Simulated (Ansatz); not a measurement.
```yaml
crystal:
  periodic: [false, false, false]
  atoms:
    - {symbol: C, position_ang: [1.590134, -1.276049, 0.784246]}
    - {symbol: C, position_ang: [0.447319, -0.610684, 0.846108]}
    - {symbol: C, position_ang: [0.133832, 0.584388, 0.012256]}
    - {symbol: C, position_ang: [-1.224150, 0.514590, -0.633013]}
    - {symbol: O, position_ang: [-2.117725, -0.219940, -0.315371]}
    - {symbol: O, position_ang: [-1.343217, 1.418816, -1.620488]}
    - {symbol: H, position_ang: [2.380091, -0.990152, 0.096394]}
    - {symbol: H, position_ang: [1.778047, -2.133338, 1.419459]}
    - {symbol: H, position_ang: [-0.332635, -0.927631, 1.531820]}
    - {symbol: H, position_ang: [0.119450, 1.491766, 0.631914]}
    - {symbol: H, position_ang: [0.890171, 0.756786, -0.756247]}
    - {symbol: H, position_ang: [-2.244416, 1.336251, -1.963179]}
basis:
  gaussian: {orbitals: def2-mTZVP}
total_charge: 4
hamiltonian: {xc: {name: SPW92}}
accuracy: high
output: {forces: true}
```

```sh
$ ansatz run in.yaml --threads 4 --pin off --events-out ev --progress --plain --max-ram 10444MiB
```

Shortened log:

```
Functional definition: SPW92
2954 factors; integrals over basis functions are off by at most 5.4e-9 eV
mean field evaluation 1: about -8123.9252 eV, gradient 1.6e2 eV
mean field evaluation 2: about -6931.8103 eV, gradient 5.2e2 eV
mean field evaluation 4: about -8158.6994 eV, gradient 1.1e2 eV
mean field evaluation 8: about -8168.5675 eV, gradient 7.2e1 eV
mean field evaluation 16: about -8194.5171 eV, gradient 7.9e-1 eV
mean field evaluation 64: about -8194.5744 eV, gradient 7.1e-5 eV
mean field -8194.57439488 eV, -301.1450545299 hartree, gradient 2.4e-8 eV, S^2 0.000000; 12 other end points of the search recorded, 0 dependent functions left out
reference -8194.57439860 eV, -301.1450546664 hartree; 21, 21 occupied and 121, 121 virtual orbitals, 2954 factors
Total energy: -8194.57439860 eV, -301.1450546664 hartree
Atom 0 at     1.590134    -1.276049     0.784246 Å, force     5.276613    -3.105925     0.615334 eV/Å
Atom 1 at     0.447319    -0.610684     0.846108 Å, force    -4.197433     6.323306    -1.588820 eV/Å
Atom 2 at     0.133832     0.584388     0.012256 Å, force    -0.871261    -4.724552     1.971564 eV/Å
Atom 3 at    -1.224150     0.514590    -0.633013 Å, force     0.210040     2.171944    -1.584800 eV/Å
Atom 4 at    -2.117725    -0.219940    -0.315371 Å, force    -1.151492    -0.205603     0.088862 eV/Å
Atom 5 at    -1.343217     1.418816    -1.620488 Å, force     1.324311    -0.746382     2.541494 eV/Å
Atom 6 at     2.380091    -0.990152     0.096394 Å, force     1.964756    -0.308216    -1.385279 eV/Å
Atom 7 at     1.778047    -2.133338     1.419459 Å, force     1.085552    -1.883163     1.400431 eV/Å
Atom 8 at    -0.332635    -0.927631     1.531820 Å, force    -1.717729    -1.121709     1.269774 eV/Å
Atom 9 at     0.119450     1.491766     0.631914 Å, force    -0.141471     2.506885     1.681954 eV/Å
Atom 10 at     0.890171     0.756786    -0.756247 Å, force     1.322695     0.434417    -2.017004 eV/Å
Atom 11 at    -2.244416     1.336251    -1.963179 Å, force    -3.104581     0.658999    -2.993509 eV/Å
Dipole moment:     1.423458    -0.559011     0.684528 e Å
```

In this input the charge is far from anything that the molecule holds. The run converged. The result belongs to that input, not to the molecule as meant.
